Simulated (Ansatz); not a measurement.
The input, for Ansatz 0.2.0:

```yaml
crystal:
  periodic: [false, false, false]
  atoms:
    - {symbol: B, position_ang: [0.000000, -0.373788, 1.559853]}
    - {symbol: N, position_ang: [0.000000, 0.176426, -1.422728]}
    - {symbol: H, position_ang: [0.000000, 1.557507, 3.040018]}
basis:
  gaussian: {orbitals: 6-31G}
magnetization: {spin_polarized: true, initial_magnetization: 3}
hamiltonian: {xc: {name: wB97M-V}}
output: {orbitals: {seedname: orbitals}}
```

```sh
$ ansatz run in.yaml --threads 1 --pin off --events-out ev --progress --plain --max-ram 2393MiB
```

Log:

```
  # Of w^i u^j: cxij and so on, Table III.
  gx(w, u) = 1 - cx + cx01*u + cx10*w
  gss(w, u) = css00 + css04*u^4 + css10*w + css20*w^2 + css43*w^4*u^3
  gos(w, u) = cos00 + cos10*w + (cos20 + cos21*u)*w^2 + (cos60 + cos61*u)*w^6
      + integral(e_c_pw_mod_opposite_spin*gos(b97_w_opposite, b97_u_opposite)) + vv10(b, c)
290 factors; integrals over basis functions are off by at most 1.9e-4 eV
91 factors; integrals over basis functions are off by at most 2.0e-5 eV
mean field evaluation 1: about -2165.0534 eV, gradient 1.7e1 eV
mean field evaluation 2: about -2154.6112 eV, gradient 4.4e1 eV
mean field evaluation 4: about -2169.1583 eV, gradient 3.3e0 eV
mean field evaluation 8: about -2169.5096 eV, gradient 2.6e-1 eV
mean field evaluation 16: about -2169.5270 eV, gradient 2.8e-2 eV
mean field evaluation 32: about -2163.9003 eV, gradient 9.9e0 eV
mean field -2169.52722016 eV, -79.7286547824 hartree, gradient 2.5e-5 eV, S^2 4.143802; 7 other end points of the search recorded, 0 dependent functions left out
reference -2169.52724476 eV, -79.7286556866 hartree; 8, 5 occupied and 12, 15 virtual orbitals, 290 factors
Total energy: -2169.52724476 eV, -79.7286556866 hartree
```

Ran on 1 thread of INTEL XEON PLATINUM 8581C, shared host: 2.2 s wall, 0.15 GiB peak host memory.
